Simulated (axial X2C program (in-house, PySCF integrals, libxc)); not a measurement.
# SN⁺: from Re and ωe to a spectrum

A bond curve at the PBE0 level, two-component, was computed with an axial X2C code built on PySCF integrals (basis S dyall-av3z [9s8p3d2f], N dyall-av3z [7s7p3d2f] (cores contracted in-house)) for the state Ω = 0 (closed shell). Its fit gives Re = 1.4281 Å, ωe = 1531.6 cm⁻¹, ωexe = 6.33 cm⁻¹ and αe = 5.189e-03 cm⁻¹; the masses are 31.9721 and 14.0031 u. Two-component means X2C with spin–orbit coupling and atomic mean-field Coulomb and Gaunt terms.

**Question.** Find the reduced mass, Be and the force constant.

**Answer.** From the PBE0 values: μ = 9.7380 u. Be = 16.8576/(μ Re²) = 0.8488 cm⁻¹. k = 5.8918×10⁻⁷ μ ωe² = 13.5 mdyn/Å.

**Question.** Where do the fundamental and the first overtone lie?

**Answer.** ν(1←0) = ωe − 2ωexe = 1518.9 cm⁻¹; ν(2←0) = 2ωe − 6ωexe = 3025.2 cm⁻¹.

**Question.** Give B0, the J = 1←0 line in GHz and the most populated J at 300 K (kT = 208.5 cm⁻¹).

**Answer.** B0 = Be − αe/2 = 0.8462 cm⁻¹; 2B0 = 50.74 GHz; J(max) ≈ √(kT/2B0) − 1/2 = 10.6, so J = 11.

**Question.** Estimate the centrifugal constant by the Kratzer relation.

**Answer.** D = 4Be³/ωe² = 1.04e-06 cm⁻¹.

**Question.** Estimate De from a Morse curve and compare with the computed well depth of 6.015 eV to S+ + N.

**Answer.** De(Morse) = ωe²/(4ωexe) = 11.487 eV against 6.015 eV computed, a ratio of 1.91. The extrapolation overshoots: the well softens faster than a Morse curve, or the lowest atomic limit lies below the one to which the curve heads.

The state is a single determinant with fixed occupations, the lowest that a limited PBE0 search found. De is counted from the lowest determinant-based energies of the atoms at the same level, without counterpoise correction.
